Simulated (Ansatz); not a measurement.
**MoClO⁺, singlet: from triple and quadruple zeta to the limit**

```
atom   x (Å)   y (Å)    z (Å)
  Mo  0.0000  0.0000  -0.2239
   O  0.0000  0.0000  -1.8901
  Cl  0.0000  0.0000   2.1141
```

Connectivity, by distances: O–Mo–Cl.

Ansatz 0.2.0, RHF determinant, valence electrons correlated, core potentials past Kr. Energies in eV.

| set | X | functions | Hartree–Fock | MP2 correlation | CCSD(T) correlation | time |
| --- | --- | --- | --- | --- | --- | --- |
| def2-TZVPP | 3 | 129 | -16371.5598 | -17.2779 | -17.7158 | 8.5 s on 1 × NVIDIA H100 80GB HBM3 with 1 thread of AMD EPYC 7R13 Processor (Zen 3), on a shared host |
| def2-QZVPP | 4 | 208 | -16372.1229 | -18.4751 | -18.8920 | 15 s on 1 × NVIDIA H100 80GB HBM3 with 1 thread of AMD EPYC 7R13 Processor (Zen 3), with other jobs on the host |

Hartree–Fock is taken to follow E(X) = E∞ + A·exp(−7.88·√X), correlation E(X) = E∞ + B·X^−2.97.

Cautions: no spin-orbit coupling; outer-core shells of the metal frozen; another spin lies lower; restricted determinant unstable towards unrestricted.

**Question.** Work out the CCSD(T) energy at the limit, and how far the shortcut misses it that extrapolates MP2 and adds CCSD(T) minus MP2 from the smaller set.

**Answer.** Hartree–Fock: E∞ = E4 + 0.1377·(E4 − E3) = -16372.2005. Correlation: E∞ = E4 + 0.7407·(E4 − E3) = -19.7633 for CCSD(T) and -19.3619 for MP2. The limit is -16391.9638 eV, 0.949 eV below def2-QZVPP. The shortcut gives a correlation energy of -19.3619 + (-0.4379) = -19.7997, 36 meV lower than the direct value.

Past Ne part of the Hartree–Fock step between the two sets comes from the cores, which don't follow the formula, so the 78 meV that it adds to the total can overshoot; that part largely cancels in differences.

The exponents were fitted on light atoms, and def2 sets of heavy atoms don't grow evenly, so the limit is rough here.
